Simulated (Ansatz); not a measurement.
C$_{2}$H$_{4}$FNO (`N/C(O)=C\F`), 9 atoms. Total charge 0; spin multiplicity 1. All runs use 2 threads of an Arm Neoverse V1 on a shared host. Correlated methods freeze the cores.

Task: Give the basis size and wall time and peak host memory of each of these runs in Ansatz. RKS PBE0-D4/def2-TZVP relaxation (9 steps); RKS PBE0-D4/def2-SVP energy; RHF-MP2/def2-QZVPP energy; RHF-CCSD(T)/def2-TZVPP energy; RHF-CCSD(T)/def2-SVP energy; RKS PBE-QIDH (frozen core)/def2-TZVPP energy; RKS ωB97M-V/def2-SVP energy; RKS BLYP-D4/def2-TZVPP energy; RKS PBE0-D4/def2-TZVP frequencies; RKS CAM-B3LYP-D4/def2-TZVPP energy; RKS ωB97M-V/def2-QZVPP energy; RKS PBE0-D4/def2-QZVPP energy. (Estimate.)

Result: Computed: Other jobs shared the machine, so times are rough.

```json
{"level": "RKS PBE0-D4/def2-SVP", "job": "energy", "functions": "90", "wall time": "1.3 s", "peak host memory (GiB)": "0.16"}
{"level": "RKS BLYP-D4/def2-TZVPP", "job": "energy", "functions": "211", "wall time": "2.6 s", "peak host memory (GiB)": "0.22"}
{"level": "RKS CAM-B3LYP-D4/def2-TZVPP", "job": "energy", "functions": "211", "wall time": "4.1 s", "peak host memory (GiB)": "0.5"}
{"level": "RKS ωB97M-V/def2-SVP", "job": "energy", "functions": "90", "wall time": "5.5 s", "peak host memory (GiB)": "0.23"}
{"level": "RHF-CCSD(T)/def2-SVP", "job": "energy", "functions": "90", "wall time": "7 s", "peak host memory (GiB)": "0.35"}
{"level": "RKS PBE-QIDH (frozen core)/def2-TZVPP", "job": "energy", "functions": "211", "wall time": "7 s", "peak host memory (GiB)": "0.47"}
{"level": "RKS PBE0-D4/def2-QZVPP", "job": "energy", "functions": "405", "wall time": "9 s", "peak host memory (GiB)": "1"}
{"level": "RKS ωB97M-V/def2-QZVPP", "job": "energy", "functions": "405", "wall time": "23 s", "peak host memory (GiB)": "1.2"}
{"level": "RHF-MP2/def2-QZVPP", "job": "energy", "functions": "405", "wall time": "27 s", "peak host memory (GiB)": "2"}
{"level": "RKS PBE0-D4/def2-TZVP", "job": "relaxation (9 steps)", "functions": "179", "wall time": "40 s", "peak host memory (GiB)": "0.36"}
{"level": "RKS PBE0-D4/def2-TZVP", "job": "frequencies", "functions": "179", "wall time": "2.5 min", "peak host memory (GiB)": "0.37"}
{"level": "RHF-CCSD(T)/def2-TZVPP", "job": "energy", "functions": "211", "wall time": "2.8 min", "peak host memory (GiB)": "3.3"}
```
